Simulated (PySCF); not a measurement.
Numbering as in the mapped SMILES `[F:1][P@TB1:2]([F:3])([F:4])([F:5])[F:6]`.

Calculated, not measured (PySCF 2.14.0 with density-fitted response routines): GIAO PBE0/pcSseg-1 shieldings, geometry from GFN2-xTB. Single conformer, gas phase, non-relativistic Hamiltonian, one averaged value for each set of equivalent atoms.

Shifts are taken against calculated references (same method and geometry level): ¹⁹F (170.95 ppm) against CFCl3; ³¹P (318.38 ppm) vs H3PO4.

```csv
atoms,nucleus,count,Hirshfeld charge,δ (ppm)
P2,³¹P,1,0.65,?
F3/F4/F5,¹⁹F,3,-0.10,?
F1,¹⁹F,1,-0.17,-60.1
F6,¹⁹F,1,-0.17,-60.1
```

Estimate the values marked ?.

Answers


- F3/F4/F5: -66.0 ppm, fluorine bonded to P
- P2: -54.8 ppm, phosphorus bonded to 5 F

Unscaled 19F shifts against computed CFCl3 carry errors that often reach 10 to 50 ppm. Experimental scales use liquid or dissolved standards, which lie at an offset from isolated H3PO4.
